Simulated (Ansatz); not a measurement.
# SF radical: small, medium and large basis sets

The task here is to estimate one member of a computed series from the others.

Method: one geometry, several basis sets; program: Ansatz 0.2.0, Gaussian basis.

Plan: PBE0-D4/def2-SVP; ωB97M-V/def2-SVP; PBE0-D4/def2-QZVPP; ωB97M-V/def2-QZVPP; CCSD(T)/cc-pV(D+d)Z; CCSD(T)/cc-pV(T+d)Z; CCSD(T)/cc-pV(Q+d)Z; the functionals' def2-TZVPP values are taken from earlier runs.

**The relaxed structure**

All runs share one geometry, relaxed beforehand with PBE0-D4 in a triple-zeta def2 set.

SMILES `F[S]`, 2 atoms, charge 0, spin multiplicity 2.

Atoms are counted from 1 here; the program's logs count them from 0.

Bond lengths: F1–S2 1.594 Å.

The first run:

The input, in.yaml:

```yaml
crystal:
  periodic: [false, false, false]
  atoms:
    - {symbol: F, position_ang: [-0.000000, -0.000000, 0.016116]}
    - {symbol: S, position_ang: [0.000000, 0.000000, 1.610414]}
basis:
  gaussian: {orbitals: def2-SVP}
magnetization: {spin_polarized: true, initial_magnetization: 1}
hamiltonian: {xc: pbe0, dispersion: d4}
output: {orbitals: {seedname: orbitals}}
```

On the command line:

```
> ansatz run in.yaml --threads 2 --pin off --events-out ev --progress --plain --max-ram 32768MiB --backend cpu
```

Among the steps run: PBE0-D4 in def2-SVP; ωB97M-V in def2-SVP; PBE0-D4 in def2-QZVPP; ωB97M-V in def2-QZVPP.

One table of the session follows, with a row left open; its other results are not shown here.

It belongs to the step «Functionals by basis». 

| functional | basis | HOMO (eV) | LUMO (eV) |
| --- | --- | --- | --- |
| PBE0-D4 | def2-SVP | -6.99 | -4.19 |
| PBE0-D4 | def2-TZVPP | -7.21 | -4.31 |
| PBE0-D4 | def2-QZVPP | -7.27 | -4.36 |
| ωB97M-V | def2-SVP | -9.24 | -2.01 |
| ωB97M-V | def2-TZVPP | ? | ? |
| ωB97M-V | def2-QZVPP | -9.55 | -2.34 |

Estimate the missing values for ωB97M-V, def2-TZVPP.

The run gave: HOMO (eV): -9.47; LUMO (eV): -2.24. In the column «HOMO (eV)» it lies between ωB97M-V, def2-QZVPP (-9.55) and ωB97M-V, def2-SVP (-9.24).
